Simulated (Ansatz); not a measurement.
# LiMgH (triplet): wave-function methods side by side at scale of all distances = 1.768, cc-pVTZ

An exercise on one series of results from a longer session: the logs are not shown, and one member is left open.

The runs use Ansatz 0.2.0, Gaussian basis; cc-pVTZ, core rule «outside noble gas», up to 6 orbitals frozen.

To be run: UHF; CCSD(T) on ROHF; CCSD(T) on UHF; BCCD(T) on ROHF; CCSDT(Q) on ROHF; CCSDT(Q) on UHF; Full CI.

28 further runs of the same task are left out: 16 for a known fault of the program, 10 that didn't finish, 2 set aside as unsound or not needed. Runs told in other sessions of the task aren't counted.

### The geometry

The geometry derives from a PBE0/def2-TZVP stationary point (not a proven minimum). All distances are scaled together.

3 atoms, charge 0, spin multiplicity 3.

Atoms are counted from 1 here; the program's logs count them from 0.

No contacts short enough for the rule that draws bonds.

Coordinates:

```xyz
3

Li    0.0000   -0.2427    3.8642
Mg    0.0000   -0.0062   -1.1643
H     0.0000    1.8209    1.4660
```

Set-up of the first run:

The input, in.yaml:

```yaml
crystal:
  periodic: [false, false, false]
  atoms:
    - {symbol: Li, position_ang: [0.000000, -0.242742, 3.864205]}
    - {symbol: Mg, position_ang: [0.000000, -0.006191, -1.164332]}
    - {symbol: H, position_ang: [0.000000, 1.820875, 1.465991]}
basis:
  gaussian: {orbitals: cc-pVTZ}
magnetization: {spin_polarized: true, initial_magnetization: 2}
hamiltonian: {xc: hf}
output: {orbitals: {seedname: orbitals}}
```

On the command line:

```
> ansatz run in.yaml --threads 1 --pin off --events-out ev --progress --plain --max-ram 2393MiB
```

Steps of the session up to this table: UHF; CCSD(T) on ROHF; CCSD(T) on UHF; BCCD(T) on ROHF; CCSDT(Q) on ROHF; CCSDT(Q) on UHF; Full CI.

One table of the session follows, with a row left open; its other results are not shown here.

| method | from FCI (kcal/mol) |
| --- | --- |
| ROHF | +25.20 |
| UHF | +23.63 |
| RMP2 | +8.49 |
| UMP2 | ? |
| RCCSD | +0.54 |
| UCCSD | +0.43 |
| RCCSD(T) | +0.23 |
| UCCSD(T) | +0.17 |
| BCCD(T) | +0.21 |
| RCCSDT | +0.01 |
| UCCSDT | -0.01 |
| RCCSDT(Q) | 0.00 |
| UCCSDT(Q) | -0.01 |
| FCI | 0 |

Q: Estimate the row for UMP2 from the others.

As computed: from FCI (kcal/mol): +9.13. In the column «from FCI (kcal/mol)» it lies between RMP2 (+8.49) and UHF (+23.63).

Caveats from the session: Levels on UHF freeze UHF's core orbitals, full CI those of ROHF, so the U rows can settle a little off it for that reason alone. Restricted and unrestricted rows rest on different reference determinants; a gap between their highest levels can come from leftover correlation error, from unlike frozen cores or from another state.
